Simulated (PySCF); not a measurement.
Compound: silicon chloride cation, SiCl (charge +1 and singlet state).
SMILES: `[Si+]Cl`

Level of theory: PySCF 2.14.0, PBE0-D3(BJ)/def2-TZVP geometry optimisation, gas phase.

Take the most abundant isotopes and a rigid rotor. 

(1) What are the moment of inertia and the rotational constant?

(2) List the first levels of a rigid rotor in a Σ state.

(3) Where do the first rotational lines fall?

Answers

(1) I = 59.400 u·Å², B = 505379 MHz·u·Å²/I = 8508 MHz (0.2838 cm⁻¹, or 0.408 K as hB/k). For two atoms I = μr² with μ = 15.5423 u and r = 1.9550 Å.

(2) E(J) = BJ(J+1): J = 1: 0.568, J = 2: 1.703, J = 3: 3.406, J = 4: 5.676, J = 5: 8.514, J = 6: 11.920 cm⁻¹.

(3) The dipole is 3.30 D (about the centre of mass, as the species is charged); J+1 ← J lies at 2B(J+1): 1 ← 0 at 17.02 GHz, 2 ← 1 at 34.03 GHz, 3 ← 2 at 51.05 GHz, 4 ← 3 at 68.06 GHz, 5 ← 4 at 85.08 GHz, 6 ← 5 at 102.10 GHz.

No frequency check. Geometry: PBE0-D3(BJ)/def2-TZVP; no solvent, vibrations or thermal averaging. These are rigid-rotor constants of the computed structure; measured ground-state constants (B0) also hold zero-point vibration.

On an Arm Neoverse N1 with one thread, no GPU, shared host with 64 logical CPUs at a one-minute load of 56, this took 4.6 s and 0.30 GiB of memory at its peak. These figures are those of the optimisation.
